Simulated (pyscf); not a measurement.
Optimised with ωB97X-D3(BJ)/def2-SVP in PySCF.

**Question.** `[OH][SiH]([OH])[OH]` + `[H]` [doublet] -> `[OH]` [doublet] + `[OH][SiH2][OH]`
Surface: doublet. Broken: O–Si. Formed: H–Si. Give ΔE‡ and ΔE from ωB97M-D3(BJ)/def2-TZVP, relative to the separated reactants.

**Answer.** ΔE‡ = 33.7 kcal/mol, ΔE = +39.0 kcal/mol. Zero-point energy shifts the barrier by +3.5 kcal/mol. It is a substitution at Si, with an imaginary mode of 187i cm⁻¹. On the product side the descent ends in a complex, 7.2 kcal/mol under the separated species and 1.9 kcal/mol under the saddle at ωB97X-D3(BJ)/def2-TZVP. At ωB97M-D3(BJ) the saddle lies under the separated products, which points to a path from their complex (located at ωB97X-D3(BJ) alone), and parting the products costs more than the saddle. The same reactants have a lower exit, to HO–Si•(OH)–OH + H₂ (barrier +6.8 kcal/mol at ωB97M-D3(BJ)/def2-TZVP, against +33.7 kcal/mol here). One saddle was located; it need not be the lowest between these sides. The angle at the attacked Si is 51° (front-side attack). Left out: the spin-orbit lowering of OH.
